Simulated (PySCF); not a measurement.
Values are calculated unless marked as measured or tabulated.
A vibrational averaging run on H2O, SMILES O. A sound run at B3LYP/pcJ-1 gave B0 = 844715, 427719, 276607 MHz, harmonic ZPE 4684 cm⁻¹, lowest mode 1638 cm⁻¹ and averaged shieldings 322.52, 30.66, 30.66 ppm.

Input of the run in question:

```
{"job": {"xc": "B3LYP", "basis": "3-21G", "j": false, "grid": 2, "temperatures": [298.15, 400], "kind": "iso"}, "charge": 0, "multiplicity": 1}
O      0.023028     0.405846    -0.009762
H     -0.773011    -0.192776    -0.044326
H      0.795907    -0.223221     0.003875
```

Command: OMP_NUM_THREADS=1 python ens_run.py task.json out

Output:

```
parent
  Be/MHz 748772.895 406900.452 263635.075
  B0/MHz 751686.405 404287.635 256593.579
  ZPE/cm-1 4332.0
  <sigma>(0 K)/ppm 279.094 31.218 31.218
2H at atom 1
  Be/MHz 634009.238 253896.951 181295.067
  B0/MHz 634691.365 252641.245 177312.347
  ZPE/cm-1 3750.9
  <sigma>(0 K)/ppm 281.904 31.297 31.297
```

Task: What is doubtful here, and how much did it matter?

Result: The setting at fault: minimal basis set. The isotope effects on the shieldings at 0 K read 2811, 80, 79 ppb against 1954, 86, 47 ppb in the sound run, and B0 − Be of the smallest constant -7040 against -7100 MHz.
